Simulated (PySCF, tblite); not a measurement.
# chlorine monofluoride and formaldehyde

A gas-phase complex of chlorine monofluoride and formaldehyde; neutral, singlet. The structure comes from a short search (6 tight-binding starts) and was relaxed by PBE0-D3(BJ)/def2-TZVPD; another way of binding may lie lower. No frequency run checks that it is a minimum.

Parts: 1 = chlorine monofluoride (FCl), atoms 1–2; 2 = formaldehyde (C=O), atoms 3–6.

Coordinates in Å:
```
Cl1     0.523    0.362    0.272
F2     -0.369   -0.896   -0.318
C3      2.017    1.908    2.404
O4      1.808    2.099    1.236
H5      2.606    2.628    2.997
H6      1.630    1.013    2.921
```

| contact | kind (by geometry) | distance (Å) | angle (°) |
| --- | --- | --- | --- |
| F2–Cl1···O4 | halogen bond | 2.366 | 177 |

Interaction energies are complex less parts, with the parts frozen as they stand in it; counterpoise-corrected, in kcal/mol (PySCF). The CCSD(T) estimate is Hartree-Fock/aug-cc-pVQZ, plus the MP2 correlation part extrapolated as X⁻³ from aug-cc-pVTZ and aug-cc-pVQZ, plus CCSD(T) less MP2 in aug-cc-pVDZ; noble-gas cores are frozen. It isn't the exact limit.

| level | interaction | superposition error removed |
| --- | --- | --- |
| Hartree-Fock/aug-cc-pVQZ | -1.32 | - |
| wB97M-D3(BJ)/def2-TZVPD | -5.51 | -0.14 |
| PBE0-D3(BJ)/def2-TZVPD | -7.35 | -0.17 |
| MP2/aug-cc-pVQZ | -6.20 | -0.37 |

What does CCSD(T) at its estimated basis limit give, and which of these levels comes nearest?

-5.55 kcal/mol. wB97M-D3(BJ)/def2-TZVPD is nearest, off by +0.04; the errors are Hartree-Fock/aug-cc-pVQZ +4.23, wB97M-D3(BJ)/def2-TZVPD +0.04, PBE0-D3(BJ)/def2-TZVPD -1.81, MP2/aug-cc-pVQZ -0.65.

What holds them together? Decompose the wB97M-D3(BJ)/def2-TZVPD energy: frozen parts, their antisymmetrised product, then relaxation.

electrostatic -16.1, Pauli repulsion +22.8, orbital relaxation -11.3, dispersion correction -1.1 kcal/mol, which sum to the value before the counterpoise correction; the Pauli term holds the exchange-correlation of the frozen density too. Of the attraction, 57 % is electrostatic, 40 % is orbital relaxation, 4 % is dispersion correction.

The parts were also relaxed and run alone, at the levels used for the complex: shieldings by PBE0/pcSseg-2; core levels by delta-SCF with SCAN, pcX-2 on the ionised atom and pcseg-1 elsewhere, spin-free X2C (2p3/2 is the spin-free 2p value less a third of a first-order spin-orbit splitting).

Values alone: F2–Cl1 bond (Å): 1.619; shielding of Cl1 (ppm): -496.4; shielding of O4 (ppm): -447.1; shielding of F2 (ppm): 678.1; Cl1 2p3/2 core level (eV): 209.40; F2 1s core level (eV): 694.37.

How do these values change when the complex forms?


```tsv
property	alone	in the complex	change
F2–Cl1 bond (Å)	1.619	1.651	+0.032
shielding of Cl1 (ppm)	-496.4	-340.7	+155.7
shielding of O4 (ppm)	-447.1	-384.6	+62.5
shielding of F2 (ppm)	678.1	552.1	-126.0
Cl1 2p3/2 core level (eV)	209.40	207.42	-1.98
F2 1s core level (eV)	694.37	691.75	-2.62
```

The core-hole state of F2 is spin-contaminated (⟨S²⟩ 0.80 against 0.75 for a pure doublet), so that value and differences from it are less sure.

The 5 runs behind this took 2.7 min in all, one thread each of Intel Xeon 6975P-C on a shared host, launched as `OMP_NUM_THREADS=1 python cluster_run.py task.json out`.
